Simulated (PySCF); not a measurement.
**Question.** Give a PBE0-D3(BJ)/def2-SVP geometry of `[BH3-][PH2+]F`.

**Answer.** 
```xyz
8
BFH5P angstrom
B      1.0572    0.2679   -0.0085
P     -0.7593   -0.1222   -0.0498
F     -1.8537    0.8158   -0.7520
H      1.2223   -0.7894    0.6293
H      1.5263    0.2073   -1.1260
H      1.2672    1.2517    0.6698
H     -1.3444   -0.2882    1.2287
H     -1.0661   -1.3678   -0.6486
```

Any rigid rotation of these coordinates is as good. Atoms count from 1 in this order. P2 (phosphorus bonded to B, F and 2 H) is distorted tetrahedral (angles from 100.5° to 123.6°). B1 (four-coordinate boron) has angles from 87.9° to 119.2°.

Bonds between heavy atoms (Å): B1–P2 1.858, P2–F3 1.603.

Method used: PBE0-D3(BJ)/def2-SVP geometry optimisation, gas phase (PySCF 2.14.0).

Point group: Cs (every atom within 0.08 Å of its image). Stationary, but not proved a minimum.

Hardware: Arm Neoverse V1, one thread, no GPU, shared host with 32 logical CPUs at a one-minute load of 18. Cost: 11 s of wall time, 0.31 GiB resident at most. This is the geometry optimisation.
